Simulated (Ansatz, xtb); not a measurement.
# CH5F2N2O+: where a starting geometry ends

The starting geometry of this gas-phase singlet was built from a drawn formula by distance geometry and a force field; its bonds are those of `[NH3+]C(F)(F)[NH2+][O-]`.

```json
{"atom": "C", "x (Å)": "-0.3065", "y (Å)": "1.7247", "z (Å)": "-0.5196"}
{"atom": "F", "x (Å)": "-1.1517", "y (Å)": "2.1295", "z (Å)": "0.3570"}
{"atom": "F", "x (Å)": "-0.2369", "y (Å)": "2.6517", "z (Å)": "-1.5550"}
{"atom": "N", "x (Å)": "1.0441", "y (Å)": "1.6333", "z (Å)": "0.0476"}
{"atom": "N", "x (Å)": "-0.6836", "y (Å)": "0.4199", "z (Å)": "-1.0434"}
{"atom": "O", "x (Å)": "0.2976", "y (Å)": "-0.5134", "z (Å)": "-0.8370"}
{"atom": "H", "x (Å)": "1.6883", "y (Å)": "2.1574", "z (Å)": "-0.4637"}
{"atom": "H", "x (Å)": "0.9757", "y (Å)": "1.8017", "z (Å)": "1.0569"}
{"atom": "H", "x (Å)": "1.2024", "y (Å)": "0.6219", "z (Å)": "-0.1135"}
{"atom": "H", "x (Å)": "-0.8978", "y (Å)": "0.5661", "z (Å)": "-2.0382"}
{"atom": "H", "x (Å)": "-1.5651", "y (Å)": "0.1996", "z (Å)": "-0.6447"}
```

Predict what becomes of its bonds when it is optimised with r2SCAN-D4/def2-SVP.

It rearranges to `NC(F)(F)[NH2+]O`. Contacts that open: N4–H9 (1.04 → 2.13 Å). Contacts that close: O6–H9 (1.62 → 0.99 Å).

The energy falls by 1.61 eV over 23 steps:

```json
{"step": "1", "E − E(last) (eV)": "1.606"}
{"step": "3", "E − E(last) (eV)": "1.072"}
{"step": "6", "E − E(last) (eV)": "0.287"}
{"step": "8", "E − E(last) (eV)": "0.084"}
{"step": "11", "E − E(last) (eV)": "0.068"}
{"step": "13", "E − E(last) (eV)": "0.067"}
{"step": "16", "E − E(last) (eV)": "0.032"}
{"step": "18", "E − E(last) (eV)": "0.006"}
{"step": "21", "E − E(last) (eV)": "0.000"}
{"step": "23", "E − E(last) (eV)": "0.000"}
```

Final geometry (Å):

```xyz
11

C    -0.2650    1.8655   -0.3941
F    -1.0772    1.8868    0.6448
F    -0.6335    2.7473   -1.3201
N     1.0672    1.8755   -0.0424
N    -0.5881    0.4839   -1.1051
O    -0.0277   -0.5775   -0.4305
H     1.6722    2.4123   -0.6651
H     1.2336    2.0940    0.9410
H     0.8684   -0.2446   -0.1840
H    -0.2724    0.5209   -2.0938
H    -1.6110    0.3282   -1.1043
```

From the same start GFN2-xTB reaches the same bonding as this run.

No frequencies were run, so the end isn't proven a minimum. Run with Ansatz 0.2.0, 68 s on 2 threads of Arm Neoverse V1 (shared host).
